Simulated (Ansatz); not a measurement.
Ansatz timings: BSiH2Cl (SMILES B[Si]Cl)

BSiH2Cl: 5 atoms, total charge 0, spin state triplet. SMILES: `B[Si]Cl`. Geometry: relaxed at GFN2-xTB.

| atom | x (Å) | y (Å) | z (Å) |
| --- | --- | --- | --- |
| B | -0.6741 | 0.3680 | -0.3025 |
| Si | 0.3346 | -1.0819 | 0.3575 |
| Cl | 2.3114 | -0.9303 | 0.9615 |
| H | -0.1845 | 1.4312 | -0.3874 |
| H | -1.7874 | 0.2130 | -0.6291 |

Program: Ansatz 0.2.0. Hardware: 1 thread of Arm Neoverse V1, shared host, so times are rough. Ansatz fits the integrals of SCF and DFT runs by default. Its times include its search for lower SCF states.

(1) Estimate their order by wall time, quickest first.
A. energy at UCCSDT/STO-3G, 11 core orbitals frozen
B. energy at U-r2SCAN/STO-3G
C. energy at UMP2/STO-3G, 11 core orbitals frozen
D. energy at UCCSDTQ/STO-3G, 11 core orbitals frozen

Answers

(1) C (0.24 s), A (1.3 s), B (6.6 s), D (78 s).
